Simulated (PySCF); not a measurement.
Planning a shielding job on dichlorofluoromethane (`C(F)(Cl)Cl`).

Method: GIAO PBE0/pcSseg-1 NMR shielding, non-relativistic, gas phase (PySCF 2.14.0, density-fitted response routines). Geometry: GFN2-xTB. Work: shieldings, charges and field gradients, density fitting. A driver script takes a list of jobs; this job's settings line and coordinates (Å) are shown.

Input:
```
{"job": {"kind": "nmr", "xc": "PBE0", "basis": "pcSseg-1"}, "charge": 0, "multiplicity": 1}
F     -0.066052     1.147083    -0.770034
C      0.003686     0.103481     0.070045
Cl     1.464783    -0.833947    -0.289317
Cl    -1.447231    -0.896273    -0.124772
H      0.053436     0.482509     1.096893
```

Hardware: an Arm Neoverse V1 with one thread, on a shared host.

The basis has 87 functions.

**Question.** How long does the run take?

**Answer.** About 4.4 s. The SCF took 12 cycles.

**Question.** At this speed, how long would 500 such jobs take on 96 cores, one job a core?

**Answer.** 500/96 gives 6 rounds of 4.4 s, about 26 s of wall time and 0.61 core-hours, if the jobs don't slow each other.

The SCF part of the output:
```
coarse grid: 6040 points
cycle   1  E = -1058.3300626346  dE =  4.880e-01  |g| = 6.322e-01  |ddm| = 1.963e+00
cycle   2  E = -1058.1963995250  dE =  1.337e-01  |g| = 1.070e+00  |ddm| = 1.024e+00
cycle   3  E = -1058.4148264167  dE = -2.184e-01  |g| = 2.673e-02  |ddm| = 6.324e-01
cycle   4  E = -1058.4149408663  dE = -1.144e-04  |g| = 1.342e-02  |ddm| = 3.689e-02
cycle   5  E = -1058.4149808287  dE = -3.996e-05  |g| = 1.703e-03  |ddm| = 1.407e-02
cycle   6  E = -1058.4149812835  dE = -4.547e-07  |g| = 2.509e-04  |ddm| = 1.717e-03
final grid: 51680 points
cycle   7  E = -1058.4431251868  dE = -2.323e-05  |g| = 5.213e-03  |ddm| = 1.141e-02
cycle   8  E = -1058.4431219825  dE =  3.204e-06  |g| = 6.262e-03  |ddm| = 6.402e-03
cycle   9  E = -1058.4431292058  dE = -7.223e-06  |g| = 1.139e-03  |ddm| = 3.941e-03
cycle  10  E = -1058.4431294080  dE = -2.021e-07  |g| = 8.843e-05  |ddm| = 8.448e-04
cycle  11  E = -1058.4431294096  dE = -1.614e-09  |g| = 2.881e-05  |ddm| = 1.213e-04
cycle  12  E = -1058.4431294097  dE = -1.507e-10  |g| = 1.168e-05  |ddm| = 2.791e-05
converged SCF energy = -1058.4431294097
```

On the final grid dE counts from the start density on that grid.

Times come from a shared host and carry two figures at best.
